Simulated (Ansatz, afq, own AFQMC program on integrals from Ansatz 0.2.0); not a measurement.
# CH$_{3}$⁺, singlet in cc-pVDZ, levels against full CI

```xyz
4

C     0.0591    0.1055   -0.0003
H     1.1523    0.1194   -0.0006
H    -0.4995    1.0452   -0.0031
H    -1.3574   -2.4216    0.0077
```

Basis cc-pVDZ. Noble-gas cores (and the filled d shells of Ga–Kr and In–Xe) are frozen. Ansatz 0.2.0 and our own AFQMC program on the same integrals; the CISD trial comes from CCSD amplitudes, and released means the phaseless constraint is let go. Error bars are statistical, one sigma.

Determinant: UHF, the one that the program's search chose, which needn't be the lowest solution. The geometry is a point of a scan.

Full CI on the same integrals is exact in this basis and with this determinant's frozen core.

Cautions: strong correlation (T1 0.032, weight of the determinant 0.92, largest double 0.15); unrestricted determinant spin contaminated (⟨S²⟩ 0.97 against 0.00); the CCSDT(Q) amplitudes may be one of several solutions (largest double 0.68); the CCSDTQ amplitudes may be one of several solutions (largest double 0.74); the released energies are still falling, so no released level is given (meV from the phaseless value at times in 1/Eh: -7 ± 3 at 0.24, -5 ± 3 at 0.51, -11 ± 3 at 0.99, -14 ± 3 at 1.62, -21 ± 5 at 2.40), though the last usable value meets full CI within the noise.

The T1 diagnostic is 0.0321 and the weight of the determinant in the CISD state is 0.918. The ⟨S²⟩ of the determinant is 0.969 and the size of the correlated space is 6 electrons in 28 orbitals.

| level | correlation energy (eV) |
| --- | --- |
| MP2 | -2.0736 |
| CCSD | -2.6861 |
| CCSD(T) | -2.7394 |

Question: Estimate where phaseless AFQMC with a CISD trial lies against CCSD(T) on the same integrals.

Answer: 7.9 ± 0.3 kJ/mol below CCSD(T).

Reference: full CI, correlation energy -2.851 eV. The cautions show a poor starting determinant, so the rows tell how each method copes with it here, and full CI is the sure value.

| level | E − E(reference) (kJ/mol) | share of correlation (%) |
| --- | --- | --- |
| CCSD(T) | 10.7 | 96.10 |
| CCSDT | 1.2 | 99.55 |
| CCSDT(Q) | -0.2 | 100.06 |
| CCSDTQ | 0.0 | 99.99 |
| ph-AFQMC/CISD | 2.9 ± 0.3 | 98.96 |

CCSDT and higher add their correlation energy to the determinant of the CCSD(T) run, since their own runs factorise the integrals more tightly (a shift of under 2 meV). A walk keeps the symmetry of its determinant, which the program's search chose and which needn't be the lowest solution, so a lower state of the same spin and another symmetry isn't excluded.
